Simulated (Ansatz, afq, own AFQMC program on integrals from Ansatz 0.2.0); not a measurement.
## AlSiH, singlet in 6-31G, levels against full CI

```yaml
atoms:
  - { symbol: Si, position_ang: [0.0000, 0.0000, 2.1008] }
  - { symbol: Al, position_ang: [0.0000, 0.0000, -0.2530] }
  - { symbol: H, position_ang: [0.0000, 0.0000, -1.8478] }
```

Connectivity, by distances: Si–AlH.

Basis 6-31G. Noble-gas cores (and the filled d shells of Ga–Kr and In–Xe) are frozen. Integrals, coupled cluster, full CI and functionals: Ansatz 0.2.0; the random walks run on the same integrals in our own AFQMC program. ph-AFQMC/CISD is guided by a CISD state made of CCSD amplitudes; releasing the constraint for a short imaginary time cuts its bias at the price of noise, slowly where states lie close. Error bars are statistical, one sigma.

Determinant: RHF, the one that the program's search chose, which needn't be the lowest solution. The geometry is a point of a scan.

Full CI on the same integrals is exact in this basis and with this determinant's frozen core.

Cautions: higher spins were not checked; restricted determinant unstable towards unrestricted (UHF 704 meV lower, ⟨S²⟩ 1.00); strong correlation (T1 0.029, weight of the determinant 0.86, largest double 0.17); the CCSDT(Q) amplitudes may be one of several solutions (largest double 0.63); the CCSDTQ amplitudes may be one of several solutions (largest double 0.93); the released energy hasn't reached full CI (78 meV above it at 2.40 1/Eh), so no released level is given (meV from the phaseless value at times in 1/Eh: -6 ± 5 at 0.24, -10 ± 4 at 0.51, -12 ± 3 at 0.99, -14 ± 3 at 1.62, -15 ± 3 at 2.40); the determinant fills πx and πy unequally, so it mixes two states of the linear molecule, and each level undoes that mixture to a different degree, while full CI gives the lower state, and by Hund's rule a triplet of that filling probably lies lower still; CCSDTQ on the UHF determinant differs (605 meV lower), perhaps since the unrestricted series falls towards higher spin.

The T1 diagnostic is 0.0288 and the weight of the determinant in the CISD state is 0.861. The size of the correlated space is 8 electrons in 18 orbitals.

| level | correlation energy (eV) |
| --- | --- |
| MP2 | -1.9670 |
| CCSD | -2.6812 |
| CCSD(T) | -2.7659 |

Estimate where phaseless AFQMC with the Hartree–Fock trial lies against CCSD(T) on the same integrals.

0.50 ± 0.52 kcal/mol below CCSD(T). The gap is under twice the noise, so this walk alone can't tell the two apart.

Reference: full CI, correlation energy -2.876 eV. The cautions show a poor starting determinant, so the rows tell how each method copes with it here, and full CI is the sure value.

```
        level  E − E(reference) (kcal/mol)  share of correlation (%)
      CCSD(T)                         2.54                     96.16
        CCSDT                         1.16                     98.26
     CCSDT(Q)                         0.24                     99.64
       CCSDTQ                         0.05                     99.92
  ph-AFQMC/HF                  2.04 ± 0.52                     96.92
ph-AFQMC/CISD                  2.15 ± 0.09                     96.76
```

CCSDT and higher add their correlation energy to the determinant of the CCSD(T) run, since their own runs factorise the integrals more tightly (a shift of under 2 meV).
